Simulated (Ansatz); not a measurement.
# C4H6O2: how energies converge with the basis set

Aim: see how fast density functionals converge with the basis set for C4H6O2.

Program: Ansatz 0.2.0, Gaussian basis. Level of theory: one geometry, several basis sets. These are calculated values, not measurements.

Levels to be run: PBE0-D4/def2-SVP; ωB97M-V/def2-SVP; PBE0-D4/def2-QZVPP; ωB97M-V/def2-QZVPP; the functionals' def2-TZVPP values are taken from earlier runs.

### 1 Structure used throughout

All runs share one geometry, relaxed beforehand with PBE0-D4 in a triple-zeta def2 set.

SMILES `C=CCC(=O)O`, 12 atoms, charge 0, spin multiplicity 1.

Atoms are counted from 1 here; the program's logs count them from 0.

Bond lengths: C1–C2 1.324 Å, C1–H7 1.086 Å, C1–H8 1.083 Å, C2–C3 1.491 Å, C2–H9 1.086 Å, C3–C4 1.505 Å, C3–H10 1.099 Å, C3–H11 1.092 Å, C4–O5 1.200 Å, C4–O6 1.344 Å, O6–H12 0.968 Å. Angles: C2–C1–H7 121.7°, C2–C1–H8 121.3°, H7–C1–H8 117.0°, C1–C2–C3 123.9°, C1–C2–H9 120.2°, C3–C2–H9 115.9°, C2–C3–C4 113.1°, C2–C3–H10 110.4°, C2–C3–H11 112.0°, C4–C3–H10 105.6°, C4–C3–H11 109.3°, H10–C3–H11 106.0°, C3–C4–O5 125.9°, C3–C4–O6 111.3°, O5–C4–O6 122.7°, C4–O6–H12 106.6°.

Geometry (Å):

```tsv
atom	x (Å)	y (Å)	z (Å)
C1	1.5901	-1.2760	0.7842
C2	0.4473	-0.6107	0.8461
C3	0.1338	0.5844	0.0123
C4	-1.2242	0.5146	-0.6330
O5	-2.1177	-0.2199	-0.3154
O6	-1.3432	1.4188	-1.6205
H7	2.3801	-0.9902	0.0964
H8	1.7780	-2.1333	1.4195
H9	-0.3326	-0.9276	1.5318
H10	0.1195	1.4918	0.6319
H11	0.8902	0.7568	-0.7562
H12	-2.2444	1.3363	-1.9632
```

### 2 PBE0-D4 in def2-SVP

in.yaml reads:

```yaml
crystal:
  periodic: [false, false, false]
  atoms:
    - {symbol: C, position_ang: [1.590134, -1.276049, 0.784246]}
    - {symbol: C, position_ang: [0.447319, -0.610684, 0.846108]}
    - {symbol: C, position_ang: [0.133832, 0.584388, 0.012256]}
    - {symbol: C, position_ang: [-1.224150, 0.514590, -0.633013]}
    - {symbol: O, position_ang: [-2.117725, -0.219940, -0.315371]}
    - {symbol: O, position_ang: [-1.343217, 1.418816, -1.620488]}
    - {symbol: H, position_ang: [2.380091, -0.990152, 0.096394]}
    - {symbol: H, position_ang: [1.778047, -2.133338, 1.419459]}
    - {symbol: H, position_ang: [-0.332635, -0.927631, 1.531820]}
    - {symbol: H, position_ang: [0.119450, 1.491766, 0.631914]}
    - {symbol: H, position_ang: [0.890171, 0.756786, -0.756247]}
    - {symbol: H, position_ang: [-2.244416, 1.336251, -1.963179]}
basis:
  gaussian: {orbitals: def2-SVP}
hamiltonian: {xc: pbe0, dispersion: d4}
output: {orbitals: {seedname: orbitals}}
```

After this run come: ωB97M-V in def2-SVP; PBE0-D4 in def2-QZVPP; ωB97M-V in def2-QZVPP.

**Question.** What will the summary of the whole plan be? Wanted: PBE0-D4: double and triple zeta above quadruple; ωB97M-V: double and triple zeta above quadruple.

As calculated:

| quantity | value |
| --- | --- |
| PBE0-D4: double and triple zeta above quadruple | 9.96, 0.45 eV |
| ωB97M-V: double and triple zeta above quadruple | 10.29, 0.43 eV |

For PBE0-D4 the step from double to triple zeta gains 9.51 eV and the next only 0.45 eV. Total energies overstate the basis error of differences, where much of it tends to cancel. The LUMO of ωB97M-V is positive and keeps falling with the basis (2.60 to 1.79 eV): an unbound level that the basis holds in place.
